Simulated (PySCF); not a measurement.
Bonds broken one at a time in the series SiF3-X. Isolated molecules, 0 K electronic values unless said otherwise. One relaxed conformer stands for each flexible species; it need not be the lowest. Strings in code marks are SMILES.

All values below come from r2SCAN-D4/def2-TZVP (PySCF). All candidates: neutral, multiplicity 2. 

| Item | Value |
|---|---|
| dipole moment | 1.53 D |
| highest occupied spin orbital | -5.60 eV |

**Question.** Say which member has these values.
A. `[CH3]`
B. `F[Si](F)[GeH3]`
C. `[Cl]`
D. `[I]`

**Answer.** B, `F[Si](F)[GeH3]`. The others give `[I]`: 0.00 D, -6.99 eV; `[CH3]`: 0.00 D, -5.88 eV; `[Cl]`: 0.00 D, -8.41 eV
